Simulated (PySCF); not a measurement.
## BHF + N₂ → BN₂ + HF

Level: PBE0 in the def2-TZVP basis family, all electrons, no relativity, computed in PySCF with density fitting; open shells unrestricted.

```tsv
species	state and structure	E (Eh)	ZPE (kJ/mol)	H(298 K) − H(0) (kJ/mol)	S° (J/(mol K))
BHF	doublet, Cs, B–F 1.301 Å, B–H 1.206 Å; F–B–H 120.9°	-125.17117	29.1	10.0	228.1
N₂	singlet, D∞h, N–N 1.089 Å	-109.44629	14.9	8.7	191.4
BN₂	quartet, C∞v, B–N 1.314 Å, N–N 1.170 Å; B–N–N 180.0°	-134.08918	23.5	10.0	231.8
HF	singlet, C∞v, H–F 0.920 Å	-100.39188	24.9	8.7	173.6
```

Problem. What is the electronic reaction energy?

Solution. At PBE0/def2-TZVP, ΔE = 358.1 kJ/mol from the differences of the total energies times 2625.5, uphill. 

Problem. Add zero-point, thermal and entropy terms for 298.15 K and 1 bar.

Solution. ΔZPE = 4.4 and Δ[H(298) − H(0)] = 0.0 kJ/mol give ΔH° = 362.5 kJ/mol. ΔS° = -14.1 J/(mol K), so ΔG° = 362.5 − 298.15 × (-0.0141) = 367 kJ/mol.

The structures come from searches over a few start shapes, so lower isomers are not excluded.
